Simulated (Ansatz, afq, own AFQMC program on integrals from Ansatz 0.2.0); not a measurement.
AFQMC on a folder of integrals that Ansatz 0.2.0 wrote.

```yaml
crystal:
  periodic: [false, false, false]
  atoms:
    - {symbol: Si, position_ang: [-1.852754, 0.000000, 0.000000]}
    - {symbol: H, position_ang: [-2.347625, 1.399708, 0.000001]}
    - {symbol: H, position_ang: [-2.347625, -0.699854, 1.212183]}
    - {symbol: H, position_ang: [-2.347625, -0.699854, -1.212182]}
    - {symbol: H, position_ang: [0.221246, 0.000000, 0.000000]}
    - {symbol: S, position_ang: [1.837246, 0.000000, 0.000000]}
basis:
  gaussian: {orbitals: cc-pVTZ}
magnetization: {spin_polarized: true, initial_magnetization: 2}
correlation: {method: ccsd_t, electrons: outside_noble_gas, hamiltonian_folder: ham}
```

```sh
$ ansatz run in.yaml --threads 1 --pin off --events-out ev --progress --plain --max-ram 24576MiB --backend cuda --devices 0, --max-vram 18GiB
```

afq runs on the folder ham with

```
--method phaseless --trial cisd --walkers 600 --populations 10 --least-time 60 --time-step 0.005 --steps-per-block 50 --equilibration-blocks 28 --max-blocks 4000 --target-error 0.00022 --factor-cut 1e-05 --start spin_pure --seed 8587 --release-times 0.24,0.51,0.99,1.62,2.4 --release-step 0.03 --release-every 3 --taylor-order 6
```

Times are imaginary, in 1/Eh. The walk had a cap of 235 s. With eight or more populations the least sampling time is a fifth of least-time, and the error comes from their spread.

afq prints:

```
orbitals 114  electrons 8 6  factors 688 of 698
reference energy -688.72245725 Eh
CCSD correlation -0.32846984 Eh in 11 cycles, weight of the determinant in the CISD state 0.8406
energy of the start -689.047412 Eh
 block  time / (1/Eh)  mean weight  energy / Eh
     1     0.250  1.0001  -689.042541
     2     0.500  0.9999  -689.046314
     3     0.750  1.0008  -689.050690
     4     1.000  1.0003  -689.053875
     5     1.250  0.9994  -689.055612
     8     2.000  0.9994  -689.058651
    13     3.250  0.9989  -689.065278
    25     6.250  0.9995  -689.062653
    37     9.250  1.0009  -689.063658
    49    12.250  0.9990  -689.065108
    61    15.250  0.9998  -689.062148
    73    18.250  0.9993  -689.062757
    81    20.250  1.0001  -689.067891
    85    21.250  0.9995  -689.063291
    97    24.250  0.9995  -689.063707
   109    27.250  0.9996  -689.063418
   121    30.250  1.0006  -689.064148
   133    33.250  1.0003  -689.063505
   145    36.250  1.0008  -689.062790
   149    37.250  1.0010  -689.059550
   157    39.250  0.9998  -689.063074
   169    42.250  1.0004  -689.065184
   177    44.250  1.0007  -689.062646
error from the spread of 10 populations
released: time / (1/Eh)  energy / Eh  error  mean overlap
  0.24  -689.064236  0.000181  0.9936
  0.51  -689.064480  0.000193  0.9922
  0.99  -689.064890  0.000240  0.9825
  1.62  -689.065152  0.000199  0.9643
  2.40  -689.064682  0.000566  0.9752
energy -689.063721 +/- 0.000219 Eh
(rows thinned)
```

The run passed its tests (sampling time, drift between the halves within three errors, error under three times the target), which doesn't prove that it has relaxed. The second half of the sampling lies above the first by 1.8 errors of their difference, so the energy may still be moving and its error bar be too small.

Against this walk (error 6.0 meV) on the same determinant: CCSD(T) 34.9 meV higher. The error is statistical and leaves out the bias of the constraint. None of these is a sure reference here. The released energies are still falling (meV from the phaseless value at times in 1/Eh: -14 ± 5 at 0.24, -21 ± 5 at 0.51, -32 ± 7 at 0.99, -39 ± 5 at 1.62, -26 ± 15 at 2.40), so they give no level; they do show a bias of the constraint, and the last of them that isn't too noisy lies 74 meV below CCSD(T).

Cautions: constraint bias not in the error; lower spins were not checked; unrestricted determinant slightly spin contaminated (⟨S²⟩ 2.06 against 2.00).

The walk took 3.8 min on 1 × NVIDIA H100 80GB HBM3 with 2 threads of AMD EPYC 7R13 Processor (Zen 3), on a shared host (the card was shared). The log's last line is the phaseless energy.

A walk keeps the symmetry of its determinant, which the program's search chose and which needn't be the lowest solution, so a lower state of the same spin and another symmetry isn't excluded.
